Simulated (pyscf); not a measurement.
PySCF, gas phase, ωB97X-D3(BJ)/def2-SVP geometries.

Task: Estimate by transition-state theory the rate constant of Cl–Zr(Cl)(Cl)–Cl + H₂O → HCl + HO–Zr(Cl)(Cl)–Cl (singlet surface; Cl–Zr, H–O broken, Cl–H, O–Zr formed) at 1200 K, with ωB97M-D3(BJ)/def2-TZVP energies (ideal gas, 1 atm, RRHO with modes under 100 cm⁻¹ raised to 100, one conformer, R ln 2 for rigid chiral ones; no tunnelling).

Result: The electronic barrier is 5.2 kcal/mol and the thermal terms add +35.5, so ΔG‡ = 40.7 kcal/mol. With k_BT/h = 2.50e+13 s⁻¹ and RT = 2.385 kcal/mol, and a volume of 1.64e-19 cm³ per molecule at 1 atm, k = 1.6e-13 cm³ molecule⁻¹ s⁻¹. Wigner's tunnelling factor for 523i cm⁻¹ would be 1.02. A shift of 1 kcal/mol in the barrier changes k by a factor 1.5. On the reactant side the descent ends in an adduct with a O–Zr contact (not fully relaxed), 18.9 kcal/mol under the separated species and 23.1 kcal/mol under the saddle at ωB97X-D3(BJ)/def2-TZVP. On the product side the descent ends in an adduct with a Cl–Zr contact, 5.6 kcal/mol under the separated species and 3.6 kcal/mol under the saddle at ωB97X-D3(BJ)/def2-TZVP. What is counted as formed (O–Zr) is already present as a longer contact in the reactant adduct; forming that adduct is a step of its own. What is counted as broken (Cl–Zr) persists as a longer contact in the product adduct; parting that adduct is a step of its own. This is the saddle that the search found; another between the same sides may lie lower. Elements past Kr carry the def2 core potentials, without spin-orbit coupling.
